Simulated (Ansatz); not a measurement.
# quartet NO4 in separate pieces: levels of theory in one basis

| atom | x (Å) | y (Å) | z (Å) |
| --- | --- | --- | --- |
| O | 0.0000 | 0.0000 | 0.6230 |
| O | 0.0000 | 0.0000 | -0.6230 |
| N | 21.0000 | 17.0000 | 19.3323 |
| O | 21.0000 | 18.1181 | 18.8546 |
| O | 21.0000 | 15.8819 | 18.8546 |

Basis set: cc-pVTZ (spherical functions). Correlated methods keep 5 orbitals frozen. Correlation on ROHF uses semicanonical orbitals with singles. Charge 0, multiplicity 4.

Computed with Ansatz (development build ahead of 0.2.0); each method stands on the lowest determinant of its kind that the runs found.

| method | E − E(ROHF) (eV) | <S²> of the determinant |
| --- | --- | --- |
| ROHF | 0.00 | 3.75 |
| UHF | -0.84 | 3.99 |
| UHF-MP2 | -30.66 | 3.99 |

Q: What does ROHF-MP2 give on the same scale?

A: -31.06 eV.

Q: Is a single determinant a sound starting point here?

A: Only with care. Unrestricted orbitals gain 0.84 eV and <S²> is 3.99 against 3.75 for a pure state, a contamination that matters most for the unrestricted series.

Caution for ROHF, ROHF-MP2: an unrestricted determinant lies well below. Caution for UHF, UHF-MP2: the unrestricted determinant is spin contaminated.
